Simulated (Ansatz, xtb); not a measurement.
# Relative energy of two isomers of C3H2ClN2−

Structure I is `Clc1ncc[n-]1`, a singlet and structure II is `Clc1cnc[n-]1`, a singlet. Both are isolated ions in the gas phase, relaxed with B3LYP/def2-SVPD.

Energies in hartree; the thermal terms are from GFN2-xTB frequencies at re-optimised GFN2-xTB minima (ideal gas, soft modes damped towards free rotors, one conformer each, 298.15 K, 1 atm) and include the zero-point energy:

|  | I | II |
| --- | --- | --- |
| E, CCSD(T)/def2-SVPD | −683.835965 | −683.835088 |
| E, MP2/def2-SVPD | −683.776078 | −683.775140 |
| E, MP2/def2-TZVPPD | −684.348414 | −684.347781 |
| zero-point energy | 0.047474 | 0.047574 |
| H(298 K) − E | 0.053082 | 0.053212 |
| G(298 K) − E | 0.019540 | 0.018911 |

**Question.** Correct the CCSD(T) difference for the basis set by the MP2 change, then work out ΔE, ΔE₀, ΔH and ΔG for I → II in kJ/mol (1 Eh = 2625.50 kJ/mol) and the equilibrium ratio [II]/[I].

**Answer.** 1. Differences II − I: CCSD(T) +0.000877, MP2 in the small set +0.000938, MP2 in the large set +0.000633 Eh.
2. ΔE = +0.000877 + (+0.000633 − (+0.000938)) = +0.000572 Eh = +1.50 kJ/mol.
3. ΔE₀ = ΔE + ΔZPE = +0.000572 + (+0.000100) Eh = +1.76 kJ/mol.
4. ΔH = ΔE + (+0.000130) Eh = +1.84 kJ/mol.
5. ΔG = ΔE + (−0.000629) Eh = −0.15 kJ/mol, so ΔS = (ΔH − ΔG)/T = +6.7 J/(mol K).
6. kT = 0.9442 mEh, so K = [II]/[I] = exp(−ΔG/kT) = exp(+0.06) ≈ 1.1.

The two are too close for this level to say which is favoured. An error of 4 kJ/mol in ΔG would change K by a factor of 5. Mirror images and further conformers aren't counted.

As drawn, both hold the same kinds of bond in the same numbers.

Other levels gave ΔE = +4.0 (GFN2-xTB); −3.1 (HF/STO-3G, GFN2-xTB geometries); +1.2 (r2SCAN-D4/def2-SVPD, GFN2-xTB geometries); +2.6 (B3LYP/def2-SVPD); +4.2 (HF/def2-SVPD); +2.5 (MP2/def2-SVPD); +2.3 (CCSD(T)/def2-SVPD) kJ/mol. The correlated steps freeze 10 core orbitals. Programs: Ansatz 0.2.0, xtb 6.7.1.
